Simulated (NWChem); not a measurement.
System: hydrogen peroxide (H2O2); SMILES OO

All runs: NWChem. Pople sets run with spherical d functions. Each level has its own optimisation. Computed dipoles belong to the equilibrium geometry; the measured one is vibrationally averaged.

Measured dipole moment: 1.77 D (NIST CCCBDB, as tabulated in the package chemicals).

### Question
Which of these levels lies farthest from the measured value, and how do the others fare: B3LYP/6-31G*; PBE0/def2-SVP; Hartree-Fock/6-31G*; LDA (Slater exchange, VWN5)/def2-SVP; Hartree-Fock/STO-3G; BLYP/def2-SVP; Hartree-Fock/3-21G; PBE/def2-SVP?

### Answer
Hartree-Fock/3-21G.
```json
[
 {"level": "Hartree-Fock/STO-3G", "dipole moment (D)": "1.44", "computed − measured": "-0.33"},
 {"level": "Hartree-Fock/3-21G", "dipole moment (D)": "0.00", "computed − measured": "-1.77"},
 {"level": "Hartree-Fock/6-31G*", "dipole moment (D)": "1.92", "computed − measured": "+0.15"},
 {"level": "B3LYP/6-31G*", "dipole moment (D)": "1.82", "computed − measured": "+0.05"},
 {"level": "LDA (Slater exchange, VWN5)/def2-SVP", "dipole moment (D)": "1.81", "computed − measured": "+0.04"},
 {"level": "PBE/def2-SVP", "dipole moment (D)": "1.74", "computed − measured": "-0.03"},
 {"level": "BLYP/def2-SVP", "dipole moment (D)": "1.60", "computed − measured": "-0.17"},
 {"level": "PBE0/def2-SVP", "dipole moment (D)": "1.80", "computed − measured": "+0.03"}
]
```
